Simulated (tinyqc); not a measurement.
Inside a calculation. Method: CIS on RHF in the sto-3g basis, frozen core, for H2O, spin multiplicity 1. Computed by tinyqc, a small Python program that keeps every step (integrals from PySCF). Settings: charge = 0, multiplicity = 1, basis = sto-3g, method = RHF, frozen orbitals = 1, energy threshold = 1e-10, iteration cap = 75, orthogonalisation = symmetric, start = Wolfsberg-Helmholz matrix, DIIS depth = 6. Command: `OMP_NUM_THREADS=1 python tinyqc.py 24500 24501 out.jsonl` (the two numbers bound the seeds that draw the settings). One thread of a shared host (Intel(R) Xeon(R) Processor @ 2.60GHz), about 0.09 s of CPU time with the checks. The early iterations of the SCF are left out here.

## One-electron integrals

Geometry (angstrom):
```
atom       x        y       z
O     0.0000   0.0000  0.0000
H     0.0000   0.7370  0.6110
H     0.0000  -0.7990  0.6620
```

Basis sto-3g: exponents (1/bohr^2) and contraction coefficients of normalised primitives:
```
element  l (shell)  exponent  coefficient
O            s (1)  130.7093       0.1543
O            s (1)   23.8089       0.5353
O            s (1)    6.4436       0.4446
O            s (2)    5.0332      -0.1000
O            s (2)    1.1696       0.3995
O            s (2)    0.3804       0.7001
O            p (3)    5.0332       0.1559
O            p (3)    1.1696       0.6077
O            p (3)    0.3804       0.3920
H            s (1)    3.4253       0.1543
H            s (1)    0.6239       0.5353
H            s (1)    0.1689       0.4446
```

Overlap, kinetic and nuclear-attraction integrals over the contracted functions; the nuclear repulsion is the sum of Za Zb / Rab.

nuclear repulsion = 8.846364 hartree

overlap S, lower triangle:
```
         1O 1s   1O 2s  1O 2px   1O 2py  1O 2pz   2H 1s   3H 1s
1O 1s   1.0000
1O 2s   0.2367  1.0000
1O 2px  0.0000  0.0000  1.0000
1O 2py  0.0000  0.0000  0.0000   1.0000
1O 2pz  0.0000  0.0000  0.0000   0.0000  1.0000
2H 1s   0.0540  0.4747  0.0000   0.3029  0.2511  1.0000
3H 1s   0.0446  0.4236  0.0000  -0.2805  0.2324  0.2435  1.0000
```

kinetic energy T (hartree), lower triangle:
```
          1O 1s   1O 2s  1O 2px   1O 2py  1O 2pz   2H 1s   3H 1s
1O 1s   29.0032
1O 2s   -0.1680  0.8081
1O 2px   0.0000  0.0000  2.5287
1O 2py   0.0000  0.0000  0.0000   2.5287
1O 2pz   0.0000  0.0000  0.0000   0.0000  2.5287
2H 1s   -0.0025  0.1285  0.0000   0.2188  0.1814  0.7600
3H 1s   -0.0068  0.0934  0.0000  -0.1742  0.1443  0.0067  0.7600
```

nuclear attraction V (hartree), lower triangle:
```
           1O 1s     1O 2s   1O 2px    1O 2py    1O 2pz    2H 1s    3H 1s
1O 1s   -61.6812
1O 2s    -7.4346  -10.1033
1O 2px    0.0000    0.0000  -9.9538
1O 2py   -0.0018   -0.0179   0.0000  -10.0894
1O 2pz   -0.0183   -0.2181   0.0000   -0.0104  -10.0470
2H 1s    -1.7443   -3.8597   0.0000   -2.1932   -1.8894  -5.8312
3H 1s    -1.4364   -3.3583   0.0000    1.9607   -1.6932  -1.5151  -5.5416
```

core Hamiltonian H = T + V (hartree), lower triangle:
```
           1O 1s    1O 2s   1O 2px   1O 2py   1O 2pz    2H 1s    3H 1s
1O 1s   -32.6780
1O 2s    -7.6026  -9.2952
1O 2px    0.0000   0.0000  -7.4251
1O 2py   -0.0018  -0.0179   0.0000  -7.5607
1O 2pz   -0.0183  -0.2181   0.0000  -0.0104  -7.5182
2H 1s    -1.7468  -3.7312   0.0000  -1.9745  -1.7081  -5.0711
3H 1s    -1.4432  -3.2649   0.0000   1.7865  -1.5488  -1.5084  -4.7815
```

## Two-electron integrals

Functions are numbered as in S; the eight-fold symmetry (ij|kl) = (ji|kl) = (kl|ij) leaves the list below.

Two-electron integrals (ij|kl) in chemists' order, unique and non-zero (hartree):
```
(11|11) 4.7851      (21|11) 0.7414      (21|21) 0.1369      (22|11) 1.1189
(22|21) 0.2566      (22|22) 0.8172      (31|31) 0.0245      (32|31) 0.0378
(32|32) 0.1805      (33|11) 1.1158      (33|21) 0.2567      (33|22) 0.8170
(33|33) 0.8802      (41|41) 0.0245      (42|41) 0.0378      (42|42) 0.1805
(43|43) 0.0474      (44|11) 1.1158      (44|21) 0.2567      (44|22) 0.8170
(44|33) 0.7853      (44|44) 0.8802      (51|51) 0.0245      (52|51) 0.0378
(52|52) 0.1805      (53|53) 0.0474      (54|54) 0.0474      (55|11) 1.1158
(55|21) 0.2567      (55|22) 0.8170      (55|33) 0.7853      (55|44) 0.7853
(55|55) 0.8802      (61|11) 0.1717      (61|21) 0.0314      (61|22) 0.0585
(61|33) 0.0584      (61|41) 0.0011      (61|42) 0.0021      (61|44) 0.0586
(61|51) 0.0009      (61|52) 0.0017      (61|54) 1.67e-04    (61|55) 0.0585
(61|61) 0.0073      (62|11) 0.4036      (62|21) 0.0937      (62|22) 0.3285
(62|33) 0.3231      (62|41) 0.0054      (62|42) 0.0406      (62|44) 0.3326
(62|51) 0.0045      (62|52) 0.0337      (62|54) 0.0079      (62|55) 0.3296
(62|61) 0.0219      (62|62) 0.1613      (63|31) 0.0100      (63|32) 0.0574
(63|43) 0.0085      (63|53) 0.0071      (63|63) 0.0234      (64|11) 0.2190
(64|21) 0.0515      (64|22) 0.1929      (64|33) 0.1841      (64|41) 0.0126
(64|42) 0.0801      (64|44) 0.2066      (64|51) 0.0022      (64|52) 0.0188
(64|54) 0.0116      (64|55) 0.1879      (64|61) 0.0126      (64|62) 0.1151
(64|64) 0.1046      (65|11) 0.1815      (65|21) 0.0427      (65|22) 0.1599
(65|33) 0.1526      (65|41) 0.0022      (65|42) 0.0188      (65|44) 0.1572
(65|51) 0.0118      (65|52) 0.0730      (65|54) 0.0123      (65|55) 0.1699
(65|61) 0.0104      (65|62) 0.0954      (65|64) 0.0673      (65|65) 0.0792
(66|11) 0.5319      (66|21) 0.1255      (66|22) 0.5032      (66|33) 0.4827
(66|41) 0.0096      (66|42) 0.0990      (66|44) 0.5188      (66|51) 0.0080
(66|52) 0.0820      (66|54) 0.0299      (66|55) 0.5075      (66|61) 0.0296
(66|62) 0.3063      (66|64) 0.2496      (66|65) 0.2069      (66|66) 0.7746
(71|11) 0.1415      (71|21) 0.0259      (71|22) 0.0483      (71|33) 0.0482
(71|41) -0.0009     (71|42) -0.0017     (71|44) 0.0484      (71|51) 0.0008
(71|52) 0.0014      (71|54) -1.42e-04   (71|55) 0.0483      (71|61) 0.0059
(71|62) 0.0175      (71|64) 0.0092      (71|65) 0.0084      (71|66) 0.0235
(71|71) 0.0050      (72|11) 0.3506      (72|21) 0.0814      (72|22) 0.2879
(72|33) 0.2829      (72|41) -0.0047     (72|42) -0.0363     (72|44) 0.2916
(72|51) 0.0039      (72|52) 0.0301      (72|54) -0.0071     (72|55) 0.2889
(72|61) 0.0185      (72|62) 0.1169      (72|64) 0.0569      (72|65) 0.0676
(72|66) 0.1855      (72|71) 0.0157      (72|72) 0.1265      (73|31) 0.0084
(73|32) 0.0494      (73|43) -0.0075     (73|53) 0.0062      (73|63) 0.0162
(73|73) 0.0178      (74|11) -0.1965     (74|21) -0.0462     (74|22) -0.1745
(74|33) -0.1666     (74|41) 0.0108      (74|42) 0.0702      (74|44) -0.1866
(74|51) -0.0019     (74|52) -0.0172     (74|54) 0.0104      (74|55) -0.1700
(74|61) -0.0100     (74|62) -0.0596     (74|64) -0.0132     (74|65) -0.0336
(74|66) -0.0834     (74|71) -0.0093     (74|72) -0.0931     (74|74) 0.0856
(75|11) 0.1628      (75|21) 0.0383      (75|22) 0.1446      (75|33) 0.1380
(75|41) -0.0019     (75|42) -0.0172     (75|44) 0.1422      (75|51) 0.0101
(75|52) 0.0637      (75|54) -0.0109     (75|55) 0.1533      (75|61) 0.0091
(75|62) 0.0691      (75|64) 0.0329      (75|65) 0.0556      (75|66) 0.1203
(75|71) 0.0077      (75|72) 0.0771      (75|74) -0.0561     (75|75) 0.0643
(76|11) 0.1498      (76|21) 0.0351      (76|22) 0.1344      (76|33) 0.1311
(76|41) -5.48e-05   (76|42) -0.0006     (76|44) 0.1336      (76|51) 0.0026
(76|52) 0.0238      (76|54) -1.84e-04   (76|55) 0.1382      (76|61) 0.0081
(76|62) 0.0658      (76|64) 0.0401      (76|65) 0.0438      (76|66) 0.1292
(76|71) 0.0067      (76|72) 0.0591      (76|74) -0.0378     (76|75) 0.0404
(76|76) 0.0334      (77|11) 0.4960      (77|21) 0.1171      (77|22) 0.4752
(77|33) 0.4561      (77|41) -0.0086     (77|42) -0.0922     (77|44) 0.4897
(77|51) 0.0072      (77|52) 0.0764      (77|54) -0.0278     (77|55) 0.4792
(77|61) 0.0265      (77|62) 0.2001      (77|64) 0.0859      (77|65) 0.1268
(77|66) 0.3383      (77|71) 0.0228      (77|72) 0.2649      (77|74) -0.2225
(77|75) 0.1844      (77|76) 0.1292      (77|77) 0.7746
```

## Orthogonalisation

S = U s U^T; symmetric (Loewdin) form X = U s^(-1/2) U^T, so that X^T S X = 1.

eigenvalues of S: 0.3590  0.4569  0.8828  1.0000  1.0990  1.3074  1.8950

X, lower triangle:
```
          1O 1s    1O 2s  1O 2px   1O 2py   1O 2pz    2H 1s   3H 1s
1O 1s    1.0240
1O 2s   -0.1414   1.2189
1O 2px   0.0000   0.0000  1.0000
1O 2py  -0.0012   0.0184  0.0000   1.0970
1O 2pz  -0.0098   0.1036  0.0000   0.0083   1.0545
2H 1s    0.0222  -0.3010  0.0000  -0.2238  -0.1560   1.2109
3H 1s    0.0200  -0.2445  0.0000   0.1981  -0.1323  -0.0874  1.1624
```

## Iteration 9 (converged): orbitals

converged F (hartree), lower triangle:
```
           1O 1s    1O 2s   1O 2px   1O 2py   1O 2pz    2H 1s    3H 1s
1O 1s   -20.2433
1O 2s    -5.1638  -2.4376
1O 2px    0.0000   0.0000  -0.3921
1O 2py   -0.0017  -0.0200   0.0000  -0.2905
1O 2pz   -0.0285  -0.1149   0.0000  -0.0212  -0.3321
2H 1s    -1.1953  -1.0234   0.0000  -0.3910  -0.3796  -0.5826
3H 1s    -0.9890  -0.8966   0.0000   0.3650  -0.3569  -0.3628  -0.4836
```

Diagonalise F' = X^T F X, C = X C', fill 5 alpha and 5 beta electrons from the bottom; D = 2 C_occ C_occ^T. Each column has its largest component positive (the first on a tie).

F' = X^T F X (hartree), lower triangle:
```
          1        2        3        4        5        6        7
1  -19.8651
2   -2.6920  -1.2563
3    0.0000   0.0000  -0.3921
4   -0.0012   0.0112   0.0000  -0.0149
5   -0.0564   0.1156   0.0000  -0.0046  -0.1733
6   -0.1882  -0.5236   0.0000  -0.4647  -0.3499   0.0180
7   -0.1297  -0.4426   0.0000   0.4341  -0.3181  -0.1008  -0.0021
```

orbital energies (hartree): MO1 -20.2519, MO2 -1.2547, MO3 -0.5911, MO4 -0.4567, MO5 -0.3921, MO6 0.5609, MO7 0.6999

coefficients C:
```
            MO1      MO2      MO3      MO4     MO5      MO6      MO7
1O 1s    0.9942  -0.2340   0.0142   0.1025  0.0000   0.1172   0.0440
1O 2s    0.0258   0.8462  -0.0769  -0.5297  0.0000  -0.7522  -0.3135
1O 2px   0.0000   0.0000   0.0000   0.0000  1.0000   0.0000   0.0000
1O 2py   0.0005   0.0198   0.6107  -0.0362  0.0000   0.2837  -0.9154
1O 2pz   0.0041   0.1204   0.0495   0.7551  0.0000  -0.7184  -0.2480
2H 1s   -0.0060   0.1698   0.4543   0.2638  0.0000   0.4995   1.0417
3H 1s   -0.0050   0.1400  -0.4407   0.3305  0.0000   0.9413  -0.5165
```

D after iteration 9, lower triangle:
```
          1O 1s    1O 2s  1O 2px   1O 2py  1O 2pz    2H 1s   3H 1s
1O 1s    2.1079
1O 2s   -0.4556   2.0063
1O 2px   0.0000   0.0000  2.0000
1O 2py   0.0017  -0.0221  0.0000   0.7494
1O 2pz   0.1079  -0.6035  0.0000   0.0105  1.1742
2H 1s   -0.0244  -0.0624  0.0000   0.5425  0.4842   0.6097
3H 1s   -0.0203  -0.0456  0.0000  -0.5567  0.4891  -0.1784  0.6461
```

## Convergence

Stop when the energy changes by less than 1e-10 hartree and every element of the error matrix X^T (F D S - S D F) X is below 3e-06.

Course of the cycle:
```
iteration  E (hartree)     change  largest element of the error matrix
1           -74.617025          -                             4.50e-01
2           -74.942955  -3.26e-01                             1.18e-01
3           -74.960566  -1.76e-02                             3.00e-02
4           -74.961868  -1.30e-03                             4.89e-03
5           -74.961935  -6.75e-05                             1.23e-03
6           -74.961938  -2.98e-06                             3.20e-05
7           -74.961938  -1.34e-09                             8.64e-06
8           -74.961938  -1.06e-10                             5.04e-07
9           -74.961938  -6.54e-13                             1.73e-08
```

PySCF RHF in the same basis = -74.961938 hartree

Converged in 9 iterations.

## Integrals over molecular orbitals

(pq|rs) = sum C_ip C_jq C_kr C_ls (ij|kl), one index at a time.

one-electron integrals over orbitals h = C^T H C (hartree), lower triangle:
```
          1        2        3        4        5        6        7
1  -32.6607
2    0.5591  -7.6390
3   -0.0336   0.0286  -6.2835
4   -0.2328   0.4655  -0.1162  -6.8534
5    0.0000   0.0000   0.0000   0.0000  -7.4251
6   -0.2688   1.2482  -0.5348   1.1488   0.0000  -5.3783
7   -0.1008   0.4885   1.6202   0.2224   0.0000   0.0591  -5.5432
```

Two-electron integrals over orbitals (pq|rs), unique and non-zero (hartree); the lowest 1 orbital is frozen and left out:
```
(22|22) 0.7277      (32|22) 0.0108      (32|32) 0.1401      (33|22) 0.6391
(33|32) -0.0046     (33|33) 0.6248      (42|22) -0.0035     (42|32) 0.0020
(42|33) 0.0050      (42|42) 0.1251      (43|22) 0.0097      (43|32) 0.0209
(43|33) 0.0058      (43|42) -0.0124     (43|43) 0.0511      (44|22) 0.6684
(44|32) -0.0110     (44|33) 0.5908      (44|42) -0.1004     (44|43) 0.0135
(44|44) 0.7537      (52|52) 0.1455      (53|52) -0.0066     (53|53) 0.0288
(54|52) -0.0470     (54|53) 0.0039      (54|54) 0.0540      (55|22) 0.7485
(55|32) -0.0058     (55|33) 0.6244      (55|42) -0.0735     (55|43) 0.0154
(55|44) 0.7153      (55|55) 0.8802      (62|22) -0.1311     (62|32) 0.0168
(62|33) -0.0726     (62|42) -0.0246     (62|43) -0.0104     (62|44) -0.0715
(62|55) -0.1437     (62|62) 0.0951      (63|22) 0.0495      (63|32) 0.0312
(63|33) 0.0312      (63|42) -0.0224     (63|43) 0.0321      (63|44) 0.0399
(63|55) 0.0610      (63|62) -0.0299     (63|63) 0.0767      (64|22) -0.1043
(64|32) -0.0221     (64|33) -0.0451     (64|42) 0.0417      (64|43) -0.0122
(64|44) -0.1239     (64|55) -0.1264     (64|62) 0.0532      (64|63) -0.0430
(64|64) 0.0846      (65|52) -0.0528     (65|53) 0.0093      (65|54) -0.0012
(65|65) 0.0358      (66|22) 0.6069      (66|32) -0.0503     (66|33) 0.5702
(66|42) 0.0501      (66|43) -0.0303     (66|44) 0.5582      (66|55) 0.5898
(66|62) -0.0896     (66|63) -0.0180     (66|64) -0.0322     (66|66) 0.6273
(72|22) -0.0515     (72|32) -0.0395     (72|33) -0.0201     (72|42) 0.0007
(72|43) 0.0318      (72|44) -0.0354     (72|55) -0.0562     (72|62) 0.0137
(72|63) 0.0234      (72|64) 0.0241      (72|66) -0.0365     (72|72) 0.0690
(73|22) -0.1330     (73|32) 0.0229      (73|33) -0.0856     (73|42) 0.0748
(73|43) -0.0022     (73|44) -0.1460     (73|55) -0.1817     (73|62) 0.0632
(73|63) -0.0240     (73|64) 0.0749      (73|66) -0.0533     (73|72) 0.0353
(73|73) 0.1473      (74|22) -0.0145     (74|32) 0.0730      (74|33) -0.0130
(74|42) 0.0021      (74|43) -2.34e-05   (74|44) -0.0269     (74|55) -0.0235
(74|62) 0.0200      (74|63) 0.0350      (74|64) -0.0065     (74|66) -0.0424
(74|72) -0.0097     (74|73) 0.0318      (74|74) 0.0660      (75|52) -0.0201
(75|53) -0.0217     (75|54) 0.0022      (75|65) 0.0042      (75|75) 0.0258
(76|22) 0.0070      (76|32) 0.0762      (76|33) -0.0095     (76|42) 0.0175
(76|43) 0.0409      (76|44) -0.0181     (76|55) -0.0051     (76|62) -0.0098
(76|63) 0.0435      (76|64) -0.0199     (76|66) -0.0440     (76|72) 0.0064
(76|73) 0.0303      (76|74) 0.0425      (76|76) 0.0809      (77|22) 0.6246
(77|32) 0.0584      (77|33) 0.6003      (77|42) -0.0094     (77|43) 0.0329
(77|44) 0.5898      (77|55) 0.6178      (77|62) -0.0645     (77|63) 0.0625
(77|64) -0.0583     (77|66) 0.5315      (77|72) -0.0206     (77|73) -0.0685
(77|74) 0.0263      (77|76) 0.0440      (77|77) 0.6450
```

## CIS matrix, singlets

A(ia,jb) = (e_a - e_i) d_ij d_ab + 2 (ia|jb) - (ij|ab).

CIS matrix A, singlet (hartree), lower triangle:
```
         2>6      2>7      3>6     3>7     4>6     4>7     5>6     5>7
2>6   1.3990
2>7   0.0204   1.4679
3>6  -0.0094  -0.0293   0.7351
3>7   0.0502   0.0122  -0.0384  0.9854
4>6   0.0563   0.0308  -0.0557  0.1089  0.6286
4>7   0.0226  -0.0100   0.0291  0.0306  0.0052  0.6988
5>6   0.0000   0.0000   0.0000  0.0000  0.0000  0.0000  0.4349
5>7   0.0000   0.0000   0.0000  0.0000  0.0000  0.0000  0.0136  0.5259
```

## CIS singlet states

dipole integrals <i|r|a> (bohr):
```
           x        y        z
2>6   0.0000  -0.0018   0.0921
2>7   0.0000   0.1251   0.0591
3>6   0.0000   0.7744  -0.2034
3>7   0.0000   0.2639   0.6451
4>6   0.0000  -0.2877   0.5381
4>7   0.0000   0.6426   0.1110
5>6  -0.0673   0.0000   0.0000
5>7  -0.0218   0.0000   0.0000
```

Diagonalise A (1 hartree = 27.211386 eV); each vector has its largest component positive (the first on a tie). The transition dipole is mu = sqrt2 sum c_ia <i|r|a>.

singlet excitation energies (eV): 11.7812  14.3645  15.8515  18.4426  20.5665  27.6228  38.1890  40.2756

lowest vectors:
```
     state 1  state 2  state 3  state 4  state 5  state 6
2>6   0.0000   0.0000  -0.0459  -0.0306  -0.0023  -0.1659
2>7   0.0000   0.0000  -0.0193  -0.0070   0.0469  -0.0442
3>6   0.0000   0.0000   0.2890  -0.4375   0.8343  -0.1625
3>7   0.0000   0.0000  -0.2139  -0.1848   0.1650   0.9337
4>6   0.0000   0.0000   0.9304   0.1386  -0.1941   0.2598
4>7   0.0000   0.0000  -0.0502   0.8685   0.4867   0.0691
5>6   0.9895   0.1448   0.0000   0.0000   0.0000   0.0000
5>7  -0.1448   0.9895   0.0000   0.0000   0.0000   0.0000
```

oscillator strengths 2/3 w |mu|^2: 0.0023  0.0007  0.0808  0.0323  1.1533  0.8018

## CIS matrix, triplets

A(ia,jb) = (e_a - e_i) d_ij d_ab - (ij|ab).

CIS matrix A, triplet (hartree), lower triangle:
```
         2>6      2>7      3>6      3>7     4>6     4>7     5>6     5>7
2>6   1.2087
2>7  -0.0070   1.3300
3>6   0.0503  -0.0762   0.5818
3>7  -0.0762  -0.0584   0.0095   0.6907
4>6  -0.0501  -0.0175   0.0303  -0.0409  0.4595
4>7  -0.0175   0.0094  -0.0409  -0.0329  0.0181  0.5668
5>6   0.0000   0.0000   0.0000   0.0000  0.0000  0.0000  0.3633
5>7   0.0000   0.0000   0.0000   0.0000  0.0000  0.0000  0.0051  0.4743
```

## CIS triplet states

Diagonalise A (1 hartree = 27.211386 eV); each vector has its largest component positive (the first on a tie).

triplet excitation energies (eV): 9.8784  11.8364  12.9115  14.5417  16.3660  18.9647  33.3587  36.5686

lowest vectors:
```
     state 1  state 2  state 3  state 4  state 5  state 6
2>6   0.0000   0.0909   0.0000   0.0247  -0.0925   0.0979
2>7   0.0000   0.0081   0.0000   0.0649   0.0739   0.0979
3>6   0.0000  -0.2742   0.0000   0.5382   0.7794   0.1093
3>7   0.0000   0.1673   0.0000   0.2301  -0.2278   0.9171
4>6   0.0000   0.9290   0.0000   0.2466   0.1866  -0.1948
4>7   0.0000  -0.1596   0.0000   0.7693  -0.5402  -0.2997
5>6   0.9989   0.0000   0.0461   0.0000   0.0000   0.0000
5>7  -0.0461   0.0000   0.9989   0.0000   0.0000   0.0000
```
